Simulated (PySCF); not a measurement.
PySCF input for tert-butyl cation (C₄H₉), SMILES [C+](C)(C)C, charge +1, TDA-LC-ωPBE/def2-SVPD. Geometry optimised at PBE-D3(BJ)/def2-SVP. A frequency run showed that this geometry is not a minimum.

```python
import numpy as np
from pyscf import gto, scf, dft, tdscf

mol = gto.M(
    atom='''
    C    -0.33213320    1.40258160    0.24946552
    C     0.00002243    0.00003230   -0.00003054
    C     1.35452779   -0.48802941    0.25847313
    C    -1.02241336   -0.91455414   -0.50787221
    H    -0.74451989    1.84116550   -0.69256594
    H     0.49540029    2.02145873    0.63780632
    H    -1.21577560    1.44593946    0.93216034
    H     2.08008940    0.15411917   -0.29821699
    H     1.52190917   -1.55588656    0.03420506
    H     1.61380245   -0.26308320    1.32247773
    H    -0.64186369   -1.38718966   -1.44660542
    H    -1.09152980   -1.79110688    0.18211127
    H    -2.01753444   -0.46559860   -0.67158761
    ''',
    basis='def2-SVPD',
    charge=1,
    spin=0,
    max_memory=1600,
    verbose=4,
)
mf = dft.RKS(mol, xc='lc_wpbe').density_fit(auxbasis='def2-universal-jkfit')
mf.grids.level = 3
mf.conv_tol = 1e-9
mf.max_cycle = 100
mf.kernel()
mf.grids = dft.Grids(mol).set(level=1).build(with_non0tab=True)  # coarser grid for the response kernel
td = tdscf.TDA(mf)
td.singlet = True
td.nstates = 10
td.conv_tol = 1e-4
td.positive_eig_threshold = 1e-6
td.kernel(x0=td.get_init_guess(mf, 15))
td.analyze()
tt = tdscf.TDA(mf)
tt.singlet = False
tt.nstates = 4
tt.conv_tol = 1e-4
tt.positive_eig_threshold = 1e-6
tt.kernel(x0=tt.get_init_guess(mf, 9))
tt.analyze(verbose=3)
```

It prints:

```
PySCF version 2.14.0

[INPUT] verbose = 4
[INPUT] num. atoms = 13
[INPUT] num. electrons = 32
[INPUT] charge = 1
[INPUT] spin (= nelec alpha-beta = 2S) = 0
[INPUT] symmetry False subgroup None
[INPUT] Mole.unit = angstrom
[INPUT] Symbol           X                Y                Z      unit          X                Y                Z       unit  Magmom
[INPUT]  1 C     -0.332133200000   1.402581600000   0.249465520000 AA   -0.627640784875   2.650495091354   0.471421510322 Bohr   0.0
[INPUT]  2 C      0.000022430000   0.000032300000  -0.000030540000 AA    0.000042386557   0.000061038154  -0.000057712236 Bohr   0.0
[INPUT]  3 C      1.354527790000  -0.488029410000   0.258473130000 AA    2.559686551212  -0.922241925633   0.488443426259 Bohr   0.0
[INPUT]  4 C     -1.022413360000  -0.914554140000  -0.507872210000 AA   -1.932081236496  -1.728256850687  -0.959739383178 Bohr   0.0
[INPUT]  5 H     -0.744519890000   1.841165500000  -0.692565940000 AA   -1.406938686391   3.479298544998  -1.308759949802 Bohr   0.0
[INPUT]  6 H      0.495400290000   2.021458730000   0.637806320000 AA    0.936170870130   3.820003371811   1.205279265317 Bohr   0.0
[INPUT]  7 H     -1.215775600000   1.445939460000   0.932160340000 AA   -2.297482912929   2.732429572101   1.761527746781 Bohr   0.0
[INPUT]  8 H      2.080089400000   0.154119170000  -0.298216990000 AA    3.930799280611   0.291243021845  -0.563548436792 Bohr   0.0
[INPUT]  9 H      1.521909170000  -1.555886560000   0.034205060000 AA    2.875991517764  -2.940199479292   0.064638195474 Bohr   0.0
[INPUT] 10 H      1.613802450000  -0.263083200000   1.322477730000 AA    3.049644649652  -0.497155195974   2.499120715536 Bohr   0.0
[INPUT] 11 H     -0.641863690000  -1.387189660000  -1.446605420000 AA   -1.212946583403  -2.621408540229  -2.733688054111 Bohr   0.0
[INPUT] 12 H     -1.091529800000  -1.791106880000   0.182111270000 AA   -2.062692378801  -3.384701463024   0.344140424497 Bohr   0.0
[INPUT] 13 H     -2.017534440000  -0.465598600000  -0.671587610000 AA   -3.812587538478  -0.879853837981  -1.269116651551 Bohr   0.0

nuclear repulsion = 126.524286265897
number of shells = 68
number of NR pGTOs = 210
number of NR cGTOs = 152
basis = def2-SVPD
ecp = {}


[settings echo left out]
init E= -157.929118464101
  HOMO = -0.399223856330433  LUMO = -0.104549944673379  gap/eV = 8.01849
cycle= 1 E= -157.290726499045  delta_E= 0.638  |g|= 0.385  |ddm|= 5.88
  HOMO = -0.737626961636754  LUMO = -0.32105279075047  gap/eV = 11.33556
cycle= 2 E= -157.319718654889  delta_E= -0.029  |g|= 0.277  |ddm|= 1.21
  HOMO = -0.706569699562199  LUMO = -0.235125016365726  gap/eV = 12.82866
cycle= 3 E= -157.338747664246  delta_E= -0.019  |g|= 0.0326  |ddm|= 0.55
  HOMO = -0.701092054925408  LUMO = -0.229927328651803  gap/eV = 12.82105
cycle= 4 E= -157.339114856466  delta_E= -0.000367  |g|= 0.00808  |ddm|= 0.139
  HOMO = -0.702930206476421  LUMO = -0.231005767104263  gap/eV = 12.84172
cycle= 5 E= -157.339133960904  delta_E= -1.91e-05  |g|= 0.00233  |ddm|= 0.0215
  HOMO = -0.702694863500195  LUMO = -0.230882292144264  gap/eV = 12.83867
cycle= 6 E= -157.339136342722  delta_E= -2.38e-06  |g|= 0.000464  |ddm|= 0.0096
  HOMO = -0.7027579501236  LUMO = -0.230900172124429  gap/eV = 12.83990
cycle= 7 E= -157.339136491423  delta_E= -1.49e-07  |g|= 0.000103  |ddm|= 0.00214
  HOMO = -0.702759487131056  LUMO = -0.230899200087934  gap/eV = 12.83997
cycle= 8 E= -157.339136500929  delta_E= -9.51e-09  |g|= 1.05e-05  |ddm|= 0.000681
  HOMO = -0.702760542606381  LUMO = -0.230900712726929  gap/eV = 12.83996
cycle= 9 E= -157.339136501004  delta_E= -7.5e-11  |g|= 1.2e-06  |ddm|= 0.000112
  HOMO = -0.702760409263474  LUMO = -0.230900611053536  gap/eV = 12.83996
Extra cycle  E= -157.339136501006  delta_E= -1.82e-12  |g|= 4.09e-07  |ddm|= 8.33e-06
converged SCF energy = -157.339136501006
tot grids = 42968
Overwritten attributes  positive_eig_threshold  of <class 'pyscf.tdscf.rks.TDA'>


******** <class 'pyscf.tdscf.rks.TDA'> for <class 'pyscf.df.df_jk.DFRKS'> ********
nstates = 10 singlet
deg_eia_thresh = 1.000e-03
wfnsym = None
conv_tol = 0.0001
eigh lindep = 1e-12
eigh level_shift = 0
eigh max_cycle = 100


Excitation energies (eV)
[ 5.95005352  5.95019591  6.68784953  7.49583485  7.49599415  8.90487508
  8.90503548  9.85607358 11.88168671 11.91108853]

** Singlet excitation energies and oscillator strengths **
Excited State   1:      5.95005 eV    208.37 nm  f=0.0000
      16 -> 17       -0.69441
Excited State   2:      5.95020 eV    208.37 nm  f=0.0000
      15 -> 17       -0.69441
Excited State   3:      6.68785 eV    185.39 nm  f=0.0119
      14 -> 17        0.70382
Excited State   4:      7.49583 eV    165.40 nm  f=0.2952
      12 -> 17        0.11019
      13 -> 17       -0.68934
Excited State   5:      7.49599 eV    165.40 nm  f=0.2953
      12 -> 17       -0.68931
      13 -> 17       -0.11019
Excited State   6:      8.90488 eV    139.23 nm  f=0.0000
       9 -> 17        0.14695
      10 -> 17        0.67742
Excited State   7:      8.90504 eV    139.23 nm  f=0.0000
       9 -> 17       -0.67738
      10 -> 17        0.14700
Excited State   8:      9.85607 eV    125.79 nm  f=0.0000
      11 -> 17       -0.68499
Excited State   9:     11.88169 eV    104.35 nm  f=0.0259
       8 -> 17        0.68141
Excited State  10:     11.91109 eV    104.09 nm  f=0.1114
      14 -> 19        0.15222
      16 -> 18       -0.65920
      16 -> 21       -0.10748

** Transition electric dipole moments (AU) **
state          X           Y           Z        Dip. S.      Osc.
  1         0.0003     -0.0037     -0.0008      0.0000      0.0000
  2         0.0035      0.0002      0.0010      0.0000      0.0000
  3        -0.0758     -0.0634      0.2504      0.0725      0.0119
  4        -0.7870     -0.8914     -0.4400      1.6076      0.2952
  5         0.9337     -0.8557      0.0633      1.6079      0.2953
  6         0.0001     -0.0001     -0.0000      0.0000      0.0000
  7         0.0002     -0.0001      0.0001      0.0000      0.0000
  8         0.0001      0.0000     -0.0001      0.0000      0.0000
  9        -0.0890     -0.0701      0.2757      0.0888      0.0259
 10        -0.2190     -0.5432     -0.1969      0.3818      0.1114

** Transition velocity dipole moments (imaginary part, AU) **
state          X           Y           Z        Dip. S.      Osc.
  1        -0.0000     -0.0001     -0.0000      0.0000      0.0000
  2         0.0001     -0.0000      0.0000      0.0000      0.0000
  3         0.0020      0.0023     -0.0077      0.0001      0.0002
  4        -0.1338     -0.1051     -0.0630      0.0329      0.0797
  5         0.1129     -0.1420     -0.0029      0.0329      0.0797
  6        -0.0001      0.0005      0.0001      0.0000      0.0000
  7        -0.0005     -0.0001     -0.0001      0.0000      0.0000
  8         0.0000      0.0000      0.0000      0.0000      0.0000
  9         0.0140      0.0162     -0.0707      0.0055      0.0083
 10        -0.0975     -0.2421     -0.0852      0.0754      0.1148

** Transition magnetic dipole moments (imaginary part, AU) **
state          X           Y           Z
  1        -1.0550      0.4041     -0.1937
  2         0.3347      1.0400      0.3467
  3         0.0001     -0.0000     -0.0001
  4         0.0036      0.0022      0.0015
  5         0.0028     -0.0034     -0.0000
  6         0.3540     -0.2838      0.0287
  7        -0.2596     -0.3394     -0.1556
  8        -0.0179     -0.0177      0.0598
  9        -0.0001     -0.0009     -0.0006
 10        -0.0276     -0.0039     -0.0055


******** <class 'pyscf.tdscf.rks.TDA'> for <class 'pyscf.df.df_jk.DFRKS'> ********
nstates = 4 triplet
deg_eia_thresh = 1.000e-03
wfnsym = None
conv_tol = 0.0001
eigh lindep = 1e-12
eigh level_shift = 0
eigh max_cycle = 100


Excitation energies (eV)
[5.28339436 5.28348124 6.2711979  6.27123053]

** Triplet excitation energies and oscillator strengths **
Excited State   1:      5.28339 eV    234.67 nm  f=0.0000
Excited State   2:      5.28348 eV    234.66 nm  f=0.0000
Excited State   3:      6.27120 eV    197.70 nm  f=0.0000
Excited State   4:      6.27123 eV    197.70 nm  f=0.0000
```

Self-consistency was reached.

Cost: about 2.9 core-minutes (a rough figure).
